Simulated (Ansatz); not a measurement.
2H WS₂, treated with PBE-D4 (Ansatz, a first-principles code, PAW).

Rigid layers of the crystal as relaxed at this level are moved apart or together:

```json
[
 {"run": "1", "k mesh": "12×12×4", "layer repeat (Å)": "5.86", "energy against free layers (meV/Å²)": "-25.97", "gap on the mesh (eV)": "0.687"},
 {"run": "2", "k mesh": "12×12×4", "layer repeat (Å)": "6.01", "energy against free layers (meV/Å²)": "-28.10", "gap on the mesh (eV)": "0.832"},
 {"run": "3", "k mesh": "12×12×4", "layer repeat (Å)": "6.16", "energy against free layers (meV/Å²)": "-28.26", "gap on the mesh (eV)": "0.971"},
 {"run": "4", "k mesh": "12×12×4", "layer repeat (Å)": "6.36", "energy against free layers (meV/Å²)": "-26.70", "gap on the mesh (eV)": "1.141"},
 {"run": "5", "k mesh": "12×12×4", "layer repeat (Å)": "6.66", "energy against free layers (meV/Å²)": "-22.74", "gap on the mesh (eV)": "1.362"},
 {"run": "6", "k mesh": "12×12×4", "layer repeat (Å)": "7.16", "energy against free layers (meV/Å²)": "-15.84", "gap on the mesh (eV)": "1.643"},
 {"run": "7", "k mesh": "12×12×2", "layer repeat (Å)": "8.16", "energy against free layers (meV/Å²)": "-7.12", "gap on the mesh (eV)": "1.916"},
 {"run": "8", "k mesh": "12×12×2", "layer repeat (Å)": "10.16", "energy against free layers (meV/Å²)": "-1.87", "gap on the mesh (eV)": "1.930"}
]
```

The lowest energy of these points lies at a layer repeat of 6.16 Å.

Spin–orbit coupling is not included.
